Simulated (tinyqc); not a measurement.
The integration grid: Kohn-Sham M06L on finer and finer grids in the sto-3g basis, for CH2, spin multiplicity 3. Computed by the program tinyqc with PySCF. 

Geometry (angstrom):
```
atom       x        y       z
C     0.0000   0.0000  0.0000
H     0.0000   0.8720  0.6330
H     0.0000  -0.8720  0.6330
```

Self-consistent on each grid; the net force on the molecule should vanish.

Kohn-Sham energy on Becke grids (radial x angular points per atom):
```
grid       points  residual of the electron count  E (hartree)  E - finest (mhartree)  largest net force without grid terms (hartree/bohr)
10 x 14       416                       -3.81e-02    -38.53389               95.15341                                             2.36e-03
15 x 26      1164                        8.08e-03    -38.64682              -17.77058                                             6.40e-02
20 x 50      2992                       -1.05e-03    -38.62917               -0.12163                                             4.23e-02
30 x 86      7726                        3.19e-04    -38.63020               -1.15231                                             2.74e-03
50 x 194    29078                        4.73e-06    -38.62905               -0.00268                                             6.61e-04
75 x 302    67824                       -1.06e-07    -38.62903                0.01148                                             3.85e-04
120 x 590  212164                        1.17e-08    -38.62905                0.00000                                             3.87e-05
```

The energy is within 0.1 mhartree of the finest grid first at 50 x 194. The error has both signs, since quadrature is not variational. The electron count and the net force are cheap signs of a poor grid.
